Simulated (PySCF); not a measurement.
Compound: P3H5.
Cartesian coordinates in Å at the PBE0-D3(BJ)/def2-SVP level; atoms count from 1:
```
atom  x, y, z in Å
P1     1.6980   -0.1763   -0.1757
P2    -0.0123   -0.5005    1.2455
P3    -1.6075   -0.3563   -0.3290
H4     1.6268    1.2483   -0.0618
H5     2.6824   -0.2633    0.8589
H6     0.0700   -1.9250    1.1209
H7    -1.7179    1.0646   -0.2016
H8    -2.6665   -0.5764    0.6074
```

Jobs on this species (8 atoms, 50 electrons) with PySCF (density fitting). Hardware of each: an Arm Neoverse V2 with one thread (shared host). The host was shared with other jobs, so the times are rough. Peak memory is the resident size of the whole Python process, interpreter and libraries included.

| level and settings | work | basis functions | SCF cycles | wall time | peak memory |
| --- | --- | --- | --- | --- | --- |
| OPBE/pcSseg-2 | shieldings | 199 | ? | ? | ? |
| PBE0-D3(BJ)/def2-SVP, grid level 1 | geometry optimisation from a GFN2-xTB start shaken at random | 79 | ? | ? | ? |
| B97-D/pcSseg-2 | shieldings | 199 | 13 | 13 s | 1.0 GiB |
| B3LYP/pcSseg-2 | shieldings | 199 | 12 | 9.7 s | 1.1 GiB |
| BP86/pcSseg-2 | shieldings | 199 | 13 | 13 s | 1.0 GiB |
| KT2/pcSseg-2 | shieldings | 199 | 13 | 13 s | 1.0 GiB |
| HF/pcSseg-2 | shieldings | 199 | 10 | 5.6 s | 0.97 GiB |
| mPW1PW91/pcSseg-2 | shieldings | 199 | 11 | 9.6 s | 1.1 GiB |
| BLYP/pcSseg-2 | shieldings | 199 | 12 | 12 s | 1.0 GiB |

Fill in the missing figures.

- OPBE/pcSseg-2; shieldings: 13 s, 1.0 GiB, 13 SCF cycles
- PBE0-D3(BJ)/def2-SVP, grid level 1; geometry optimisation from a GFN2-xTB start shaken at random: 7.5 s, 0.35 GiB, 30 SCF cycles

What do all jobs in the table cost together?

About 96 s; the longest takes about 13 % of that, and about 2.3 times as long as the shortest.
